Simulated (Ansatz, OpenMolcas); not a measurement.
Worked example: the enthalpy of formation of OCS (carbonyl sulfide)

OCS: 3 atoms, total charge 0, spin state singlet. SMILES: `O=C=S`. The coordinates come from a PBE0-D4/def2-TZVP relaxation.

```xyz
3

O     0.9220    0.6844    0.5821
C     0.0967    0.0718    0.0611
S    -1.0187   -0.7562   -0.6432
```

Total energies at BLYP/def2-TZVP (OpenMolcas 26.06); the atoms run unrestricted:

```
species    state  energy (Eh)
    OCS  singlet  -511.595234
      O  triplet   -75.085142
      C  triplet   -37.846558
      S  triplet  -398.116156
```

Harmonic wavenumbers at PBE0-D4/def2-TZVP, in cm⁻¹: 539, 539, 900, 2156.

Measured heats of formation of the gaseous atoms at 298.15 K, in kJ/mol: O 249.2, C 716.9, S 277.0. Spin-orbit lowering of the atoms at 298 K (mean of the ground term's levels less their thermal mean, from spectra), in kJ/mol: O 0.40, C 0.02, S 1.88. Take 1 Eh = 2625.50 kJ/mol, 1 cm⁻¹ = 0.0119627 kJ/mol, RT = 2.479 kJ/mol.

Question: What heat of formation follows?

Answer: 
1. Electronic atomisation energy: (-75.085142) + (-37.846558) + (-398.116156) − (-511.595234) = 0.547378 Eh = 1437.1 kJ/mol.
2. Zero-point energy: half the sum of the wavenumbers, 2067 cm⁻¹ = 24.7 kJ/mol.
3. Thermal vibrational enthalpy, Σ hcν̃/(exp(hcν̃/kT) − 1): 1.2 kJ/mol. Translation, rotation and pV of a linear molecule: 3.5 RT = 8.7 kJ/mol.
4. The 3 free atoms carry 5/2 RT each: 18.6 kJ/mol.
5. Spin-orbit coupling lowers the free atoms by 0.40 + 0.02 + 1.88 = 2.3 kJ/mol.
6. Atomisation enthalpy at 298 K: 1437.1 − 2.3 − 24.7 − 1.2 − 8.7 + 18.6 = 1418.8 kJ/mol.
7. Sum of the atoms' heats of formation: 1243.1 kJ/mol. Heat of formation: 1243.1 − 1418.8 = -175.7 kJ/mol.

The tabulated value is -138.4 kJ/mol (NIST-JANAF tables), so this level is off by -37.3 kJ/mol, or 2.7 % of the atomisation enthalpy. Gradient-corrected functionals often overbind somewhat. Anharmonicity and any spin-orbit splitting of the molecule are left out.
